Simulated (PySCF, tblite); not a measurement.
**A complex of 2 × ammonia and hydrogen fluoride**

A gas-phase complex of 2 × ammonia and hydrogen fluoride; neutral, singlet. The structure comes from a short search (6 tight-binding starts) and was relaxed by PBE0-D3(BJ)/def2-SVPD; another way of binding may lie lower. No frequency run checks that it is a minimum.

```csv
part,name,SMILES,atoms,charge,multiplicity
1,ammonia,N,1–4,0,1
2,ammonia,N,5–8,0,1
3,hydrogen fluoride,F,9–10,0,1
```

```
atom  part   x (Å)   y (Å)  z (Å)
  N1     1  -0.168  -0.222  0.643
  H2     1  -0.743   0.362  0.043
  H3     1  -0.739  -1.017  0.931
  H4     1   0.589  -0.583  0.069
  N5     2  -0.222  -0.135  3.623
  H6     2  -0.710   0.615  4.104
  H7     2   0.055   0.191  2.688
  H8     2   0.612  -0.362  4.155
  F9     3  -1.585  -2.047  2.690
 H10     3  -1.085  -1.339  3.161
```

Contacts between parts, classed by geometry: H10···N5 1.552 Å (hydrogen bond, 169°); H7···N1 2.099 Å (hydrogen bond, 143°); H3···F9 2.207 Å (hydrogen bond, 143°).

Interaction energies are complex less parts, with the parts frozen as they stand in it; counterpoise-corrected, in kcal/mol (PySCF).

How strongly do the parts interact, level by level?


```csv
level,interaction,superposition error removed
wB97M-D3(BJ)/def2-TZVPD,-22.33,-0.44
PBE0-D3(BJ)/def2-TZVPD,-24.49,-0.40
```

What holds them together? Decompose the wB97M-D3(BJ)/def2-TZVPD energy: frozen parts, their antisymmetrised product, then relaxation.

electrostatic -40.3, Pauli repulsion +45.4, orbital relaxation -25.6, dispersion correction -2.3 kcal/mol, which sum to the value before the counterpoise correction; the Pauli term holds the exchange-correlation of the frozen density too. Of the attraction, 59 % is electrostatic, 38 % is orbital relaxation, 3 % is dispersion correction.

Are the pair energies additive?

The pairs sum to -19.50 kcal/mol (1–2 -2.6, 1–3 -2.9, 2–3 -14.0); the rest of -2.83 is a many-body strengthening.

The parts were also relaxed and run alone, at the levels used for the complex: shieldings by PBE0/pcSseg-2; core levels by delta-SCF with SCAN, pcX-2 on the ionised atom and pcseg-1 elsewhere, spin-free X2C.

Values alone: F9–H10 bond (Å): 0.920; shielding of H10 (ppm): 29.19; shielding of N5 (ppm): 262.5; shielding of H7 (ppm): 31.49; shielding of N1 (ppm): 262.5; N1 1s core level (eV): 405.54; N5 1s core level (eV): 405.54; F9 1s core level (eV): 694.12.

How do these values change when the complex forms?


```json
{"property": "F9–H10 bond (Å)", "alone": "0.920", "in the complex": "0.986", "change": "+0.066"}
{"property": "shielding of H10 (ppm)", "alone": "29.19", "in the complex": "18.40", "change": "-10.79"}
{"property": "shielding of N5 (ppm)", "alone": "262.5", "in the complex": "240.5", "change": "-22.0"}
{"property": "shielding of H7 (ppm)", "alone": "31.49", "in the complex": "26.25", "change": "-5.24"}
{"property": "shielding of N1 (ppm)", "alone": "262.5", "in the complex": "252.9", "change": "-9.6"}
{"property": "N1 1s core level (eV)", "alone": "405.54", "in the complex": "405.47", "change": "-0.08"}
{"property": "N5 1s core level (eV)", "alone": "405.54", "in the complex": "405.88", "change": "+0.34"}
{"property": "F9 1s core level (eV)", "alone": "694.12", "in the complex": "690.73", "change": "-3.38"}
```

Density functionals tend to overstate the lengthening and the red shift of so strongly bound an X–H bond.
